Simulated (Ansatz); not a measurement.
We consider fcc Ag, described by r²SCAN (plane waves, PAW; Ansatz, a first-principles code).

Run with plane-wave cutoff 500 eV, 3×3×3 k mesh, Fermi–Dirac smearing 0.1 eV, cell of 256 sites, scalar-relativistic PAW data made under PBE.

Task: Estimate the vacancy formation energy and vacancy formation energy before relaxation that the calculation returns.

Result: 
- vacancy formation energy: 0.85 eV
- vacancy formation energy before relaxation: 0.90 eV

Measured, for comparison: vacancy formation energy 1.21 ± 0.1 eV (midpoint of the printed range, monovacancy, our sources range from 1.06 to 1.21; as tabulated in Mehl and Papaconstantopoulos (1996), arXiv:mtrl-th/9602003). Computed (rounded) less measured: vacancy formation energy not scored (sources differ).

Note: energies are extrapolated to zero smearing, and mesh and cell size move such values by some hundredths of an eV or more.
